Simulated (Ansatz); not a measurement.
A made-up structure of CH5OSi (charge +1), closed shell:

```json
{"atom": "O1", "x (Å)": "-0.9594", "y (Å)": "0.4338", "z (Å)": "-1.4743"}
{"atom": "C2", "x (Å)": "0.0022", "y (Å)": "0.6097", "z (Å)": "-0.6839"}
{"atom": "Si3", "x (Å)": "0.4117", "y (Å)": "-0.4248", "z (Å)": "0.9001"}
{"atom": "H4", "x (Å)": "-1.5487", "y (Å)": "-0.3126", "z (Å)": "-1.2428"}
{"atom": "H5", "x (Å)": "0.6188", "y (Å)": "1.4581", "z (Å)": "-1.0020"}
{"atom": "H6", "x (Å)": "0.3519", "y (Å)": "0.6063", "z (Å)": "1.9583"}
{"atom": "H7", "x (Å)": "1.7729", "y (Å)": "-0.9179", "z (Å)": "0.5999"}
{"atom": "H8", "x (Å)": "-0.2853", "y (Å)": "-0.1444", "z (Å)": "-1.8644"}
```

It is relaxed with PBE-D4/def2-SVP and then PBE0-D4/def2-TZVP (Ansatz 0.2.0). Atoms count as bonded within 1.22 times the sum of their covalent radii (H–H: 0.88 Å). The end point is not checked to be a true minimum.

**Question.** Does its bonding change? (Judge from chemistry; the calculation decides.)

**Answer.** By the calculation: No: no bond forms or breaks.

Where it ends: The first stage lowers the energy by 4.70 eV in 29 steps. It ends as CH₅OSi ([OH2][CH][SiH2]), total charge +1:
```csv
atom,x (Å),y (Å),z (Å)
O1,-0.9056,0.3622,-1.4336
C2,0.4182,0.4581,-0.7919
Si3,0.7578,-0.1251,0.7851
H4,-1.6151,0.9135,-1.0655
H5,1.0899,0.9448,-1.4845
H6,-0.3003,-0.7657,1.5851
H7,2.1276,0.0446,1.2858
H8,-1.2082,-0.5242,-1.6895
```

Labels in which every atom is bracketed show which atoms are joined, not bond orders.

For scale, one of the runs: PBE0-D4/def2-TZVP relaxation, 129 basis functions, launched by `ansatz run in.yaml --threads 2 --pin off --events-out ev --progress --plain --max-ram 4352MiB`. Hardware: 2 CPU threads of an Intel Xeon Platinum 8488C, shared host. Wall time about 15 s.
